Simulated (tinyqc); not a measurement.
Worked calculation: ROHF in the sto-3g basis, for OH+, spin multiplicity 3. This run ends on a higher stationary point, not on the lowest solution. One step of it, computed by the program tinyqc.

Task: Iteration 3: building the Fock matrix. J_ij = sum D_kl (ij|kl) with D = D(alpha) + D(beta), K_ij = sum D_kl (ik|jl) for each spin; F = H + J - K(s); E = tr D H + tr D J / 2 - 0.5 sum_s tr D(s) K(s) + E_nn.

D(alpha) after iteration 2, order 1O 1s, 1O 2s, 1O 2px, 1O 2py, 1O 2pz, 2H 1s:
```
[[1.059720, -0.252881, 0.001707, 0.001376, 0.004588, 0.015822],
 [-0.252881, 1.071710, -0.010889, -0.008775, -0.030497, -0.091011],
 [0.001707, -0.010889, 0.962576, -0.030159, -0.158956, 0.121953],
 [0.001376, -0.008775, -0.030159, 0.975696, -0.128096, 0.098277],
 [0.004588, -0.030497, -0.158956, -0.128096, 0.340837, 0.389615],
 [0.015822, -0.091011, 0.121953, 0.098277, 0.389615, 0.633312]]
```

D(beta) after iteration 2, order 1O 1s, 1O 2s, 1O 2px, 1O 2py, 1O 2pz, 2H 1s:
```
[[1.058306, -0.246277, -0.009342, -0.007686, -0.011000, -0.013450],
 [-0.246277, 1.040831, 0.039419, 0.028465, 0.044242, 0.046468],
 [-0.009342, 0.039419, 0.823910, -0.305864, -0.202737, -0.076213],
 [-0.007686, 0.028465, -0.305864, 0.115336, 0.077501, 0.030374],
 [-0.011000, 0.044242, -0.202737, 0.077501, 0.052688, 0.021357],
 [-0.013450, 0.046468, -0.076213, 0.030374, 0.021357, 0.009473]]
```

core Hamiltonian H = T + V (hartree), order 1O 1s, 1O 2s, 1O 2px, 1O 2py, 1O 2pz, 2H 1s:
```
[[-31.912546, -7.421460, 0.000000, 0.000000, -0.004489, -0.262643],
 [-7.421460, -8.541076, 0.000000, 0.000000, -0.056655, -0.740451],
 [0.000000, 0.000000, -6.740208, 0.000000, 0.000000, 0.000000],
 [0.000000, 0.000000, 0.000000, -6.740208, 0.000000, 0.000000],
 [-0.004489, -0.056655, 0.000000, 0.000000, -6.763594, -0.640606],
 [-0.262643, -0.740451, 0.000000, 0.000000, -0.640606, -2.842206]]
```

Two-electron integrals (ij|kl) in chemists' order, unique and non-zero (hartree):
```
(11|11) 4.785065   (21|11) 0.741380   (21|21) 0.136873   (22|11) 1.118947
(22|21) 0.256633   (22|22) 0.817206   (31|31) 0.024477   (32|31) 0.037809
(32|32) 0.180518   (33|11) 1.115814   (33|21) 0.256684   (33|22) 0.817023
(33|33) 0.880159   (41|41) 0.024477   (42|41) 0.037809   (42|42) 0.180518
(43|43) 0.047444   (44|11) 1.115814   (44|21) 0.256684   (44|22) 0.817023
(44|33) 0.785270   (44|44) 0.880159   (51|51) 0.024477   (52|51) 0.037809
(52|52) 0.180518   (53|53) 0.047444   (54|54) 0.047444   (55|11) 1.115814
(55|21) 0.256684   (55|22) 0.817023   (55|33) 0.785270   (55|44) 0.785270
(55|55) 0.880159   (61|11) 0.026298   (61|21) 0.004818   (61|22) 0.008993
(61|33) 0.008980   (61|44) 0.008980   (61|51) 0.000207   (61|52) 0.000393
(61|55) 0.009019   (61|61) 0.000172   (62|11) 0.082643   (62|21) 0.019275
(62|22) 0.070656   (62|33) 0.069462   (62|44) 0.069462   (62|51) 0.001411
(62|52) 0.012147   (62|55) 0.072971   (62|61) 0.000692   (62|62) 0.008654
(63|31) 0.001768   (63|32) 0.011187   (63|53) 0.002394   (63|63) 0.001092
(64|41) 0.001768   (64|42) 0.011187   (64|54) 0.002394   (64|64) 0.001092
(65|11) 0.070399   (65|21) 0.016600   (65|22) 0.065039   (65|33) 0.062503
(65|44) 0.062503   (65|51) 0.002699   (65|52) 0.020614   (65|55) 0.070040
(65|61) 0.000612   (65|62) 0.009687   (65|65) 0.011793   (66|11) 0.296936
(66|21) 0.070275   (66|22) 0.296064   (66|33) 0.288910   (66|44) 0.288910
(66|51) 0.004434   (66|52) 0.054995   (66|55) 0.310272   (66|61) 0.002517
(66|62) 0.052202   (66|65) 0.067872   (66|66) 0.774606
```

nuclear repulsion = 2.37832454 hartree

Give: Coulomb J; exchange K(alpha); exchange K(beta); F(alpha); F(beta); total energy of this density.

Result:

Coulomb J (hartree), order 1O 1s, 1O 2s, 1O 2px, 1O 2py, 1O 2pz, 2H 1s:
```
[[15.650, 2.873, 0.002, 0.002, 0.006, 0.101],
 [2.873, 6.750, 0.011, 0.010, 0.056, 0.575],
 [0.002, 0.011, 6.802, -0.032, -0.034, -0.001],
 [0.002, 0.010, -0.032, 6.736, -0.004, 0.000],
 [0.006, 0.056, -0.034, -0.004, 6.690, 0.530],
 [0.101, 0.575, -0.001, 0.000, 0.530, 2.688]]
```

exchange K(alpha) (hartree), order 1O 1s, 1O 2s, 1O 2px, 1O 2py, 1O 2pz, 2H 1s:
```
[[4.899, 0.829, 0.000, 0.000, 0.001, 0.032],
 [0.829, 1.305, -0.001, 0.000, 0.007, 0.132],
 [0.000, -0.001, 1.111, -0.025, -0.124, 0.024],
 [0.000, 0.000, -0.025, 1.121, -0.100, 0.019],
 [0.001, 0.007, -0.124, -0.100, 0.651, 0.201],
 [0.032, 0.132, 0.024, 0.019, 0.201, 0.549]]
```

exchange K(beta) (hartree), order 1O 1s, 1O 2s, 1O 2px, 1O 2py, 1O 2pz, 2H 1s:
```
[[4.865, 0.780, 0.000, 0.000, 0.001, 0.028],
 [0.780, 1.055, 0.030, 0.029, 0.046, 0.102],
 [0.000, 0.030, 0.929, -0.255, -0.174, -0.032],
 [0.000, 0.029, -0.255, 0.339, 0.067, 0.016],
 [0.001, 0.046, -0.174, 0.067, 0.291, 0.033],
 [0.028, 0.102, -0.032, 0.016, 0.033, 0.026]]
```

F(alpha) (hartree), order 1O 1s, 1O 2s, 1O 2px, 1O 2py, 1O 2pz, 2H 1s:
```
[[-21.161, -5.378, 0.002, 0.002, 0.000, -0.194],
 [-5.378, -3.096, 0.011, 0.010, -0.008, -0.297],
 [0.002, 0.011, -1.049, -0.007, 0.090, -0.025],
 [0.002, 0.010, -0.007, -1.125, 0.096, -0.019],
 [0.000, -0.008, 0.090, 0.096, -0.725, -0.311],
 [-0.194, -0.297, -0.025, -0.019, -0.311, -0.703]]
```

F(beta) (hartree), order 1O 1s, 1O 2s, 1O 2px, 1O 2py, 1O 2pz, 2H 1s:
```
[[-21.128, -5.329, 0.002, 0.002, 0.001, -0.189],
 [-5.329, -2.846, -0.020, -0.019, -0.047, -0.267],
 [0.002, -0.020, -0.867, 0.223, 0.140, 0.031],
 [0.002, -0.019, 0.223, -0.343, -0.071, -0.016],
 [0.001, -0.047, 0.140, -0.071, -0.365, -0.143],
 [-0.189, -0.267, 0.031, -0.016, -0.143, -0.180]]
```

total energy of this density = -73.80532 hartree
